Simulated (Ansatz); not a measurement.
## Worked example: correlation energy of SiCl4, singlet

Geometry: MP2(full)/6-31G*, from the G2/97 set.

```yaml
atoms:
  - { symbol: Si, position_ang: [0.0000, 0.0000, 0.0000] }
  - { symbol: Cl, position_ang: [1.1693, 1.1693, 1.1693] }
  - { symbol: Cl, position_ang: [-1.1693, -1.1693, 1.1693] }
  - { symbol: Cl, position_ang: [1.1693, -1.1693, -1.1693] }
  - { symbol: Cl, position_ang: [-1.1693, 1.1693, -1.1693] }
```

Basis 6-31G; Ansatz 0.2.0. Correlated methods freeze the noble-gas cores, which leaves 32 electrons in 40 orbitals. Prefix R: restricted or restricted open-shell reference.

Full CI isn't at hand for all of this; RCCSDT(Q) serves as the reference, and is uncertain by about the last step of the cluster series.

Runs differ by some tens of microhartree through their thresholds, so steps under 0.03 kcal/mol mean nothing.

```csv
level,total energy (hartree)
RHF,-2126.850276
RMP2,-2127.059100
RCCSD,-2127.083171
RCCSD(T),-2127.088828
RCCSDT,-2127.089479
RCCSDT(Q),-2127.089642
```

Q: What is the correlation energy at RCCSDT(Q), and what share of it do RMP2 and RCCSD(T) recover?

A: E(corr) = -2127.089642 − (-2126.850276) = -0.239366 hartree = -6.513 eV. RMP2: -0.208824 / -0.239366 = 87.24 %. RCCSD(T): -0.238552 / -0.239366 = 99.66 %.

Q: By how many kcal/mol does RCCSD(T) miss RCCSDT(Q) (1 hartree = 627.509 kcal/mol), and which steps make up the rest?

A: -2127.088828 − (-2127.089642) = 0.000814 hartree = 0.51 kcal/mol. Steps: RCCSDT − RCCSD(T) = -0.41, RCCSDT(Q) − RCCSDT = -0.10 kcal/mol. That is within 1 kcal/mol of the reference in this basis, which itself misses far more of the correlation at the basis-set limit.
